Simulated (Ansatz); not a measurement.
Program: Ansatz.

Input:

```yaml
crystal:
  periodic: [false, false, false]
  atoms:
    - { symbol: H, position_ang: [-0.7497, -1.1735, 0.4244] }
    - { symbol: O, position_ang: [-0.0168, -0.7145, -0.5164] }
    - { symbol: C, position_ang: [0.4145, 0.557, -0.2903] }
    - { symbol: H, position_ang: [-1.3212, -1.423, 1.1771] }
    - { symbol: H, position_ang: [1.069, 0.6401, 0.5902] }
    - { symbol: H, position_ang: [-0.4078, 1.2841, -0.2136] }
    - { symbol: H, position_ang: [1.012, 0.8299, -1.1714] }
magnetization:
  spin_polarized: true
  initial_magnetization: 1
basis:
  gaussian: { orbitals: "6-31G" }
hamiltonian:
  xc: r2scan
md:
  timestep: 0.5
  n_steps: 25
  ensemble: nve
  temperature: 600.0
  initial_velocities: maxwell_boltzmann
  seed: 772719
  dt: 0.5
```

Command:

```bash
$ ansatz run input.yaml --threads 1 --pin off --max-ram 2048MiB --backend cpu --events-out ev --progress --plain --runs-dir out
```

What does the program answer?

The program refused the input.

```
Error: YAML parse error: error: line 25 column 3: unknown field `dt`, expected one of timestep, n_steps, ensemble, temperature, temperature_schedule, friction, pressure, stress_2d, fix_cell, beads, quantum_up_to, nose_hoover, initial_velocities, initial_site_velocities, seed, constraints, density_extrapolation, masses
  --> <input>:25:3
   |
23 |   initial_velocities: maxwell_boltzmann
24 |   seed: 772719
25 |   dt: 0.5
   |   ^ unknown field `dt`, expected one of timestep, n_steps, ensemble, temperature, temperature_schedule, friction, pressure, stress_2d, fix_cell, beads, quantum_up_to, nose_hoover, initial_velocities, initial_site_velocities, seed, constraints, density_extrapolation, masses
```
